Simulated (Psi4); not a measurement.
**PNH4 (SMILES N=[PH3]) at BCCD(T)/cc-pwCVDZ**

What is the energy change on altering one bond length of PNH4 at BCCD(T)/cc-pwCVDZ? 

Program for the calculation: Psi4 1.11.

1 further run of the same task is left out (set aside as unsound or not needed).

## (1) The molecule

The species is PNH4 (6 atoms), meant as a singlet with charge 0. As SMILES, `N=[PH3]`. Geometry: relaxed at GFN2-xTB.

Bond lengths: N1–P2 1.541 Å, N1–H3 1.008 Å, P2–H4 1.400 Å, P2–H5 1.400 Å, P2–H6 1.376 Å. Angles: N1–P2–H4 122.7°, N1–P2–H5 122.7°, N1–P2–H6 107.3°, P2–N1–H3 115.5°, H4–P2–H5 97.9°, H4–P2–H6 101.3°, H5–P2–H6 101.2°.

## (2) The energy at BCCD(T)/cc-pwCVDZ

Input file calc.py:

```python
import psi4

psi4.set_memory(1600000000)
psi4.set_num_threads(1)
psi4.set_output_file('h4np.out', False)

geom = psi4.geometry("""
0 1
N
P 1 1.541364
H 1 1.008187 2 115.47658
H 2 1.399851 1 122.7273 3 63.54
H 2 1.399994 4 97.94995 1 137.61439
H 2 1.375719 4 101.25434 5 103.14975
symmetry c1
""")

psi4.set_options({
    'basis': 'cc-pwCVDZ',
    'freeze_core': True,
    'scf_type': 'pk',
})

energy_value = psi4.energy("bccd(t)")
print('E =', round(energy_value, 9))
```

Command:

```console
$ python calc.py
```

h4np.out:

```text
Psi4 1.11 release

   => Loading Basis Set <=

    Name: CC-PWCVDZ
    Role: ORBITAL
    Keyword: BASIS

         ---------------------------------------------------------
                                   SCF
                              RHF Reference
                        1 Threads,   1525 MiB Core
         ---------------------------------------------------------

  ==> Geometry <==

    Molecular point group: c1
    Full point group: C1

    Geometry (in Angstrom), charge = 0, multiplicity = 1:

       Center              X                  Y                   Z               Mass
    ------------   -----------------  -----------------  -----------------  -----------------
         N           -0.000005559771    -0.013138979419    -1.099878857518    14.003074004430
         P           -0.000005559771    -0.013138979419     0.441485142482    30.973761998420
         H           -0.000005559771     0.897013109370    -1.533542554687     1.007825032230
         H           -1.054273011275     0.511580722054     1.198302291988     1.007825032230
         H            1.057981969020     0.504348927946     1.198354916412     1.007825032230
         H           -0.003455278627    -1.326581333856     0.850703968992     1.007825032230

  Running in c1 symmetry.

  Rotational constants: A =      3.18185  B =      0.53889  C =      0.52543 [cm^-1]
  Rotational constants: A =  95389.37834  B =  16155.61725  C =  15752.02401 [MHz]
  Nuclear repulsion =   66.191007804797025

  Charge       = 0
  Multiplicity = 1
  Electrons    = 26
  Nalpha       = 13
  Nbeta        = 13

  ==> Algorithm <==

  SCF Algorithm Type is PK.
  DIIS enabled.
  MOM disabled.
  Fractional occupation disabled.
  Guess Type is SAD.
  Energy threshold   = 1.00e-08
  Density threshold  = 1.00e-08
  Integral threshold = 1.00e-12

  ==> Primary Basis <==

  Basis Set: CC-PWCVDZ
    Blend: CC-PWCVDZ
    Number of shells: 31
    Number of basis functions: 65
    Number of Cartesian functions: 68
    Spherical Harmonics?: true
    Max angular momentum: 2

  ==> Integral Setup <==

  Using in-core PK algorithm.
   Calculation information:
      Number of atoms:                   6
      Number of AO shells:              31
      Number of primitives:             97
      Number of atomic orbitals:        68
      Number of basis functions:        65

      Integral cutoff                 1.00e-12
      Number of threads:                 1

  Performing in-core PK
  Using 4603170 doubles for integral storage.
  We computed 122704 shell quartets total.
  Whereas there are 123256 unique shell quartets.

  ==> DiskJK: Disk-Based J/K Matrices <==

    J tasked:                  Yes
    K tasked:                  Yes
    wK tasked:                  No
    Memory [MiB]:             1144
    Schwarz Cutoff:          1E-12

  Minimum eigenvalue in the overlap matrix is 1.2025449945E-02.
  Reciprocal condition number of the overlap matrix is 2.8436249792E-03.
    Using symmetric orthogonalization.

  ==> Pre-Iterations <==

  SCF Guess: Superposition of Atomic Densities via on-the-fly atomic UHF (no occupation information).

   -------------------------
    Irrep   Nso     Nmo
   -------------------------
     A         65      65
   -------------------------
    Total      65      65
   -------------------------

  ==> Iterations <==

                        Total Energy        Delta E     RMS |[F,P]|

   @RHF iter SAD:  -397.22087568406670   -3.97221e+02   0.00000e+00
   @RHF iter   1:  -397.31807825803679   -9.72026e-02   8.21296e-03 ADIIS/DIIS
   @RHF iter   2:  -397.40211567259456   -8.40374e-02   5.72895e-03 ADIIS/DIIS
   @RHF iter   3:  -397.46303056514608   -6.09149e-02   6.82480e-04 ADIIS/DIIS
   @RHF iter   4:  -397.46459902476681   -1.56846e-03   1.54300e-04 ADIIS/DIIS
   @RHF iter   5:  -397.46470623708404   -1.07212e-04   3.22310e-05 DIIS
   @RHF iter   6:  -397.46471238421384   -6.14713e-06   8.84618e-06 DIIS
   @RHF iter   7:  -397.46471293460138   -5.50388e-07   2.94908e-06 DIIS
   @RHF iter   8:  -397.46471300439515   -6.97938e-08   6.85157e-07 DIIS
   @RHF iter   9:  -397.46471300820656   -3.81141e-09   2.13021e-07 DIIS
   @RHF iter  10:  -397.46471300860986   -4.03304e-10   6.08334e-08 DIIS
   @RHF iter  11:  -397.46471300864857   -3.87104e-11   1.14850e-08 DIIS
   @RHF iter  12:  -397.46471300864988   -1.30740e-12   1.87266e-09 DIIS
  Energy and wave function converged.

  ==> Post-Iterations <==

    Orbital Energies [Eh]
    ---------------------

    Doubly Occupied:

       1A    -80.011509     2A    -15.487296     3A     -7.547920
       4A     -5.444468     5A     -5.444027     6A     -5.443789
       7A     -1.120347     8A     -0.846947     9A     -0.624410
      10A     -0.578075    11A     -0.555265    12A     -0.402566
      13A     -0.356981

    Virtual:

      14A      0.164182    15A      0.176368    16A      0.213225
      17A      0.230754    18A      0.272054    19A      0.429576
      20A      0.438321    21A      0.559106    22A      0.614972
[... 13 lines of this table left out ...]
      62A     14.763436    63A     15.007279    64A     15.541592
      65A     16.979487

    Final Occupation by Irrep:
              A
    DOCC [    13 ]
    NA   [    13 ]
    NB   [    13 ]

  @RHF Final Energy:  -397.46471300864988

   => Energetics <=

    Nuclear Repulsion Energy =             66.1910078047970245
    One-Electron Energy =                -679.5842386826058146
    Two-Electron Energy =                 215.9285178691589522
    Total Energy =                       -397.4647130086498805

Computation Completed

Properties will be evaluated at   0.000000,   0.000000,   0.000000 [a0]

[... 9 lines left out ...]
 Dipole X            :         -0.0008214            0.0002377           -0.0005836
[... 1 line left out ...]
 Dipole Z            :         -0.0586942            1.2036493            1.1449550
[... 82 lines left out ...]
	Frozen core energy     =   -422.71226593765982
[... 11 lines left out ...]
	SCF energy                   =   -397.46471300864988
[... 1 line left out ...]
	Two-electron energy          =     31.97426941519018
[... 21 lines left out ...]
    R_Convergence   =     1.0e-07
[... 29 lines left out ...]
    Iterations converged.
[... 29 lines left out ...]
    Same-spin MP2 correlation energy          =   -0.070267952671810
[... 1 line left out ...]
    MP2 correlation energy                    =   -0.310224925573256
[... 2 lines left out ...]
    Opposite-spin CCSD correlation energy     =   -0.274207125231076
[... 1 line left out ...]
    Singles CCSD correlation energy           =    0.000000000000000
[... 1 line left out ...]
      * CCSD total energy                     = -397.803290601845333
[... 59 lines left out ...]
	Frozen core energy     =   -422.71226593765982
[... 11 lines left out ...]
	SCF energy                   =   -397.46471300864988
[... 1 line left out ...]
	Two-electron energy          =     31.96979199244682
[... 21 lines left out ...]
    R_Convergence   =     1.0e-07
[... 32 lines left out ...]
    Iterations converged.
[... 29 lines left out ...]
    Same-spin MP2 correlation energy          =   -0.073238584371850
[... 1 line left out ...]
    MP2 correlation energy                    =   -0.323377938615611
[... 2 lines left out ...]
    Opposite-spin CCSD correlation energy     =   -0.276902317783400
[... 1 line left out ...]
    Singles CCSD correlation energy           =    0.000000000000000
[... 1 line left out ...]
      * CCSD total energy                     = -397.802527262189756
[... 59 lines left out ...]
	Frozen core energy     =   -422.71226593765982
[... 11 lines left out ...]
	SCF energy                   =   -397.80329060184533
[... 1 line left out ...]
	Two-electron energy          =     31.98643337288336
[... 21 lines left out ...]
    R_Convergence   =     1.0e-07
[... 32 lines left out ...]
    Iterations converged.
[... 29 lines left out ...]
    Same-spin MP2 correlation energy          =   -0.073124740741998
[... 1 line left out ...]
    MP2 correlation energy                    =   -0.322311565084822
[... 2 lines left out ...]
    Opposite-spin CCSD correlation energy     =   -0.276817849646925
[... 1 line left out ...]
    Singles CCSD correlation energy           =    0.000000000000000
[... 1 line left out ...]
      * CCSD total energy                     = -397.802586814915230
[... 59 lines left out ...]
	Frozen core energy     =   -422.71226593765982
[... 11 lines left out ...]
	SCF energy                   =   -397.80252726218976
[... 1 line left out ...]
	Two-electron energy          =     31.97947185348400
[... 21 lines left out ...]
    R_Convergence   =     1.0e-07
[... 32 lines left out ...]
    Iterations converged.
[... 29 lines left out ...]
    Same-spin MP2 correlation energy          =   -0.073147549290866
[... 1 line left out ...]
    MP2 correlation energy                    =   -0.322498123052283
[... 2 lines left out ...]
    Opposite-spin CCSD correlation energy     =   -0.276835878537258
[... 1 line left out ...]
    Singles CCSD correlation energy           =    0.000000000000000
[... 1 line left out ...]
      * CCSD total energy                     = -397.802573438531056
[... 59 lines left out ...]
	Frozen core energy     =   -422.71226593765982
[... 11 lines left out ...]
	SCF energy                   =   -397.80258681491523
[... 1 line left out ...]
	Two-electron energy          =     31.98189493492698
[... 21 lines left out ...]
    R_Convergence   =     1.0e-07
[... 32 lines left out ...]
    Iterations converged.
[... 29 lines left out ...]
    Same-spin MP2 correlation energy          =   -0.073142519284562
[... 1 line left out ...]
    MP2 correlation energy                    =   -0.322448867395393
[... 2 lines left out ...]
    Opposite-spin CCSD correlation energy     =   -0.276832366614526
[... 1 line left out ...]
    Singles CCSD correlation energy           =    0.000000000000000
[... 1 line left out ...]
      * CCSD total energy                     = -397.802576822478613
[... 1 line left out ...]
    Rotating orbitals.  Maximum T1 =  0.000080144420
Brueckner convergence check: False

	Wfn Parameters:
	--------------------
	Wavefunction         = BCCD_T
	Number of irreps     = 1
	Number of MOs        = 65
	Number of active MOs = 59
	AO-Basis             = NONE
	Semicanonical        = false
	Reference            = RHF
	Print Level          = 1

	IRREP	# MOs	# FZDC	# DOCC	# SOCC	# VIRT	# FZVR
	-----	-----	------	------	------	------	------
	 A	   65	    6	    7	    0	    52	    0
	Transforming integrals...
	IWL integrals will be retained.
	(OO|OO)...
	Presorting SO-basis two-electron integrals.
	Sorting File: SO Ints (nn|nn) nbuckets = 1
	Constructing frozen core operators
	Starting first half-transformation.
	Sorting half-transformed integrals.
	First half integral transformation complete.
	Starting second half-transformation.
	Two-electron integral transformation complete.
	(OO|OV)...
	Starting second half-transformation.
	Two-electron integral transformation complete.
	(OO|VV)...
	Starting second half-transformation.
	Two-electron integral transformation complete.
	(OV|OO)...
	Starting first half-transformation.
	Sorting half-transformed integrals.
	First half integral transformation complete.
	Starting second half-transformation.
	Two-electron integral transformation complete.
	(OV|OV)...
	Starting second half-transformation.
	Two-electron integral transformation complete.
	(OV|VV)...
	Starting second half-transformation.
	Two-electron integral transformation complete.
	(VV|OO)...
	Starting first half-transformation.
	Sorting half-transformed integrals.
	First half integral transformation complete.
	Starting second half-transformation.
	Two-electron integral transformation complete.
	(VV|OV)...
	Starting second half-transformation.
	Two-electron integral transformation complete.
	(VV|VV)...
	Starting second half-transformation.
	Two-electron integral transformation complete.
	Frozen core energy     =   -422.71226593765982

	Size of irrep 0 of <ab|cd> integrals:      7.312 (MW) /     58.493 (MB)
	Total:                                     7.312 (MW) /     58.493 (MB)

	Size of irrep 0 of <ia|bc> integrals:      0.984 (MW) /      7.874 (MB)
	Total:                                     0.984 (MW) /      7.874 (MB)

	Size of irrep 0 of tijab amplitudes:       0.132 (MW) /      1.060 (MB)
	Total:                                     0.132 (MW) /      1.060 (MB)

	Nuclear Rep. energy          =     66.19100780479702
	SCF energy                   =   -397.80257343853106
	One-electron energy          =    -72.92035780746802
	Two-electron energy          =     31.98110659958045
	Reference energy             =   -397.46050934075038

	total time  =          1 seconds =       0.02 minutes
            **************************
            *                        *
            *        CCENERGY        *
            *                        *
            **************************

    Nuclear Rep. energy (wfn)     =   66.191007804797025
    SCF energy          (wfn)     = -397.802576822478613
    Reference energy    (file100) = -397.460509340750377

    Input parameters:
    -----------------
    Wave function   =     BCCD_T
    Reference wfn   =     RHF
    Brueckner       =     Yes
    Brueckner conv. =     5.0e-05
    Memory (Mbytes) =     1600.0
    Maxiter         =     50
    R_Convergence   =     1.0e-07
    E_Convergence   =     1.0e-06
    Restart         =     Yes
    DIIS            =     Yes
    AO Basis        =     NONE
    ABCD            =     NEW
    Cache Level     =     2
    Cache Type      =     LOW
    Print Level     =     1
    Num. of threads =     1
    # Amps to Print =     10
    Print MP2 Amps? =     No
    Analyze T2 Amps =     No
    Print Pair Ener =     No
    Local CC        =     No
    SCS-MP2         =     False
    SCSN-MP2        =     False
    SCS-CCSD        =     False

    Using old T1 amplitudes.
    Using old T2 amplitudes.

MP2 correlation energy -0.3224619201038804
                Solving CC Amplitude Equations
                ------------------------------
  Iter             Energy              RMS        T1Diag      D1Diag    New D1Diag    D2Diag
  ----     ---------------------    ---------   ----------  ----------  ----------   --------
     0        -0.342068433630700    0.000e+00    0.000046    0.000106    0.000106    0.146098
     1        -0.342069247693411    4.089e-04    0.000029    0.000063    0.000063    0.146101
     2        -0.342065425283882    1.021e-04    0.000011    0.000022    0.000022    0.146096
[... 6 lines of this table left out ...]
     9        -0.342066537213507    3.756e-08    0.000014    0.000032    0.000032    0.146096

    Iterations converged.

    Largest TIA Amplitudes:
              6   3        -0.0000241544
              5   1         0.0000215119
              6   8        -0.0000111160
              2   4         0.0000109458
              6  16        -0.0000095342
              5  14         0.0000094270
              6  18        -0.0000092786
              4   1        -0.0000088146
              5   7         0.0000087169
              4   4         0.0000085469

    Largest TIjAb Amplitudes:
      6   6   3   3        -0.0421528186
      5   5   1   1        -0.0297684199
      3   3   3   3        -0.0268883274
      5   6   1   3         0.0252939733
      6   5   3   1         0.0252939733
      5   5  14  14        -0.0247551950
      3   3   6   6        -0.0236817269
      6   6  16  16        -0.0230835585
      4   4  12  12        -0.0224848450
      3   3   8   8        -0.0222626727

    SCF energy       (wfn)                    = -397.802576822478613
    Reference energy (file100)                = -397.460509340750377

    Opposite-spin MP2 correlation energy      =   -0.245959826480998
    Same-spin MP2 correlation energy          =   -0.073143815062938
    Singles MP2 correlation energy            =   -0.003358278559944
    MP2 correlation energy                    =   -0.322461920103880
      * MP2 total energy                      = -397.782971260854254

    Opposite-spin CCSD correlation energy     =   -0.276833317512653
    Same-spin CCSD correlation energy         =   -0.065232417344189
    Singles CCSD correlation energy           =    0.000000000000000
    CCSD correlation energy                   =   -0.342066537213507
      * CCSD total energy                     = -397.802575877963875

    Brueckner orbitals converged.  Maximum T1 =  0.000024154446
Brueckner convergence check: True
            **************************
            *                        *
            *        CCTRIPLES       *
            *                        *
            **************************

    Wave function   =    BCCD_T
    Reference wfn   =      RHF

    Nuclear Rep. energy (wfn)                =   66.191007804797025
    SCF energy          (wfn)                = -397.802576822478613
    Reference energy    (file100)            = -397.460509340750377
    CCSD energy         (file100)            =   -0.342066537213507
    Total CCSD energy   (file100)            = -397.802575877963875

    Number of ijk index combinations:               84
    Approx. words needed per explicit thread:          562432
    Number of threads for explicit ijk threading:    1

    MKL num_threads set to 1 for explicit threading.

    (T) energy                                =   -0.011016475397128
      * CCSD(T) total energy                  = -397.813592353361003
```

On the terminal:

```text
E = -397.813592353
```

Run time: 18 s. Hardware: 1 thread of Intel Xeon Platinum 8375C at 2.90GHz (Ice Lake), shared host; peak memory 0.37 GiB.

[end of part 1 of 2]
